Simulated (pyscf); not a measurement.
Structures and frequencies: ωB97X-D3(BJ)/def2-SVP in PySCF.

Q: Estimate by transition-state theory (the high-pressure limit) the rate constant of orthosilicic acid (HO–Si(OH)(OH)–OH) + propene (H₂C=CH–CH₃) -> H₃C–CH(CH₃)–O–Si(OH)(OH)–OH (singlet surface; H–O broken, C–O, C–H formed) at 1200 K, with ωB97M-D3(BJ)/def2-TZVP energies (ideal gas, 1 atm, RRHO with modes under 100 cm⁻¹ raised to 100, one conformer, R ln 2 for chiral ones without a mode under 150 cm⁻¹; no tunnelling).

A: The electronic barrier is 45.6 kcal/mol and the thermal terms add +47.1, so ΔG‡ = 92.7 kcal/mol. With k_BT/h = 2.50e+13 s⁻¹ and RT = 2.385 kcal/mol, and a volume of 1.64e-19 cm³ per molecule at 1 atm, k = 5.4e-23 cm³ molecule⁻¹ s⁻¹. The product is born with the 62 kcal/mol of the reverse barrier and needs collisions to keep. Wigner's tunnelling factor for 1648i cm⁻¹ would be 1.16. A shift of 1 kcal/mol in the barrier changes k by a factor 1.5. On the reactant side the descent ends in a complex, 5.4 kcal/mol under the separated species and 50.6 kcal/mol under the saddle at ωB97X-D3(BJ)/def2-TZVP. One saddle was located; it need not be the lowest between these sides.
